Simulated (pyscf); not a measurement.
Thermochemistry of product channels of O=W(=O)=O + BH₃ on the singlet surface, in kcal/mol, from ωB97M-D3(BJ)/def2-TZVP energies (ideal gas, 1 atm, RRHO with modes under 100 cm⁻¹ raised to 100, one conformer, R ln 2 for rigid chiral ones). Optimised with ωB97X-D3(BJ)/def2-SVP in PySCF.

```tsv
products	ΔE	ΔH(298 K)	ΔG(298 K)	ΔG(600 K)
H₂B–W(=O)(=O)–OH	-59.3	-57.1	-48.8	-40.8
O=WH(=O)–OH + BH [singlet]	+22.2	+20.9	+19.6	+17.8
H₂B–OH + O=W=O [singlet]	-14.5	-11.1	-12.9	-14.5
H₂B–O–WH(=O)=O	-96.6	-94.8	-86.0	-77.3
```

These are energies of the channels, which say nothing of barriers. The other spin state of O=W=O [singlet] is not in these data. A restricted singlet here is unstable towards spin polarisation, as is usual where a triplet lies low; its energy is less safe. Elements past Kr carry the def2 core potentials, without spin-orbit coupling.
